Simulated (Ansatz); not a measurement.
Ideal-gas functions of `C=C=CN` at 800 K and 1 bar, from an Ansatz frequency run at PBE0-D4/def2-TZVP.

Molar mass 55.08 g/mol, point group C1 (symmetry number 1), electronic degeneracy 1, moments of inertia 11.93, 117.804, 125.65 u Å². Harmonic wavenumbers (cm⁻¹, unscaled): 211, 260, 328, 606, 617, 720, 903, 914, 981, 1028, 1182, 1248, 1410, 1511, 1651, 2076, 3111, 3163, 3180, 3564, 3665.

Use S(trans) = R[1.5 ln M + 2.5 ln T − 1.1517]; rotational temperatures θ = 24.2544 K / I; S(rot) = R[ln(√π/σ · √(T³/θAθBθC)) + 1.5]; for each mode x = 1.438777 ν̃/T, S = R[x/(eˣ − 1) − ln(1 − e⁻ˣ)] and H = RT x/(eˣ − 1); 1 cm⁻¹ = 0.0119627 kJ/mol; R = 8.31446 J/(mol·K).

By hand: the entropy, in J/(mol·K).

Translation 179.4. Rotation: θ = 2.0331, 0.2059, 0.193 K, giving 111.1. Vibration, mode by mode: 16.42, 14.71, 12.82, 8.00, 7.86, 6.72, 5.14, 5.06, 4.59, 4.30, 3.45, 3.14, 2.50, 2.17, 1.77, 0.96, 0.20, 0.19, 0.18, 0.10, 0.09, in all 100.4. Electronic 0.0. Sum 390.9 J/(mol·K).

By hand: H − E and G − E in kJ/mol, counted from the electronic energy.

Zero-point energy ½ × 32329 × 0.0119627 = 193.4; thermal vibration 44.7; translation, rotation and pV give 4 RT = 26.6. H − E = 264.7 kJ/mol, and G − E = 264.7 − 800 × 390.9/1000 = -48.0 kJ/mol.

Vibration gives 26 % of the entropy. The sum counts one conformer and one mirror image; others add a mixing term.
